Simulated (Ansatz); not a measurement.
Geometry optimisation, RKS PBE0-D4/def2-SVPD in Ansatz.

Input file:

```yaml
crystal:
  periodic: [false, false, false]
  atoms:
    - { symbol: B, position_ang: [0.019532, -0.37875, -0.400493] }
    - { symbol: F, position_ang: [0.010106, -0.031069, 2.091573] }
    - { symbol: H, position_ang: [1.055717, 0.160939, -0.678996] }
    - { symbol: H, position_ang: [-1.03982, 0.127722, -0.65278] }
    - { symbol: H, position_ang: [0.043177, -1.484445, 0.065121] }
    - { symbol: H, position_ang: [0.022688, -0.920295, 1.839776] }
basis:
  gaussian: { orbitals: def2-SVPD }
hamiltonian:
  xc: pbe0
  dispersion: d4
relax:
  f_tol: 0.03
  max_steps: 50
output:
  orbitals: {}
```

Launched with:

```bash
$ ansatz run input.yaml --threads 1 --pin off --max-ram 2048MiB --backend cpu --events-out ev --progress --plain --runs-dir out
```

Problem. Where does it end, and by what steps?

Solution. The forces met the threshold. After 6 steps the energy has fallen by 0.086 eV; F2 moved furthest, 0.39 Å.

| step | energy less start (eV) | largest force component (eV/Å) | accepted |
| --- | --- | --- | --- |
| 0 | 0.0000 | 0.299 | yes |
| 1 | -0.0084 | 1.218 | yes |
| 2 | -0.0296 | 1.674 | yes |
| 3 | -0.0484 | 1.403 | yes |
| 4 | -0.0757 | 0.619 | yes |
| 5 | -0.0807 | 0.538 | yes |
| 6 | -0.0864 | 0.005 | yes |

```xyz
6
Properties=species:S:1:pos:R:3
B 0.018 -0.387 -0.298
F 0.014 -0.018 1.698
H 1.049 0.187 -0.533
H -1.035 0.148 -0.529
H 0.040 -1.588 -0.139
H 0.026 -0.868 2.064
```

Time of the run: 12 s on 1 thread of Arm Neoverse V1, with other jobs on the host, peak memory 0.11 GiB.
